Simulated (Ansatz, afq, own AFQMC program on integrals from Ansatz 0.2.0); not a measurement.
Atomization energy of BSiH2, doublet

```xyz
4

Si    0.0000   -0.0053    0.5948
B     0.0000   -0.0779   -1.2479
H     0.0000    1.1505   -0.7602
H     0.0000   -0.1670   -2.4296
```

Connectivity, by distances: Si–BH, 1 bridging H.

Atoms in their ground-state spins without spin–orbit coupling (mostly on UHF) minus the molecule (UHF), without zero-point energy. The geometry is a stationary point, not shown to be a minimum.

Basis cc-pVTZ. Noble-gas cores (and the filled d shells of Ga–Kr and In–Xe) are frozen. Ansatz 0.2.0 and our own AFQMC program on the same integrals; the CISD trial comes from CCSD amplitudes, and released means the phaseless constraint is let go. ± is one standard error of the sampling. The errors of all members are added in quadrature.

No full CI on the walks' own integrals is used here; CCSDT(Q) serves as the reference and is uncertain by about the last step of the cluster series. Each member takes its own surest rung, up to full CI.

Errors are counted within cc-pVTZ, not against nature.

Cautions: BSiH₂ (doublet): the ph-AFQMC/CISD walk drifts between its halves (2.0 errors), its ph-AFQMC/CISD value lies 30 ± 5 meV above CCSDT(Q); other spins of the molecule weren't checked.

```
level  atomization energy (eV)
   HF                    8.237
 CCSD                   10.512
```

(1) From these cheaper values, estimate the atomization energy at the reference level in cc-pVTZ.

(1) 10.717 eV (CCSDT(Q) in cc-pVTZ).

```
         level  atomization energy (eV)  error against CCSDT(Q) (eV)
           MP2                   10.714                       -0.003
       CCSD(T)                   10.695                       -0.022
   ph-AFQMC/HF           10.919 ± 0.028                0.202 ± 0.028
 ph-AFQMC/CISD           10.701 ± 0.005               -0.015 ± 0.005
released AFQMC           10.718 ± 0.006                0.002 ± 0.006
```

Correlation beyond CCSD(T) adds 0.022 eV. The perturbative (T) step is worth +0.183 eV.

A walk keeps the symmetry of its determinant, which the program's search chose and which needn't be the lowest solution, so a lower state of the same spin and another symmetry isn't excluded. Released energies are given only where the last usable release times agree within the noise; a slower fall can still hide under it.
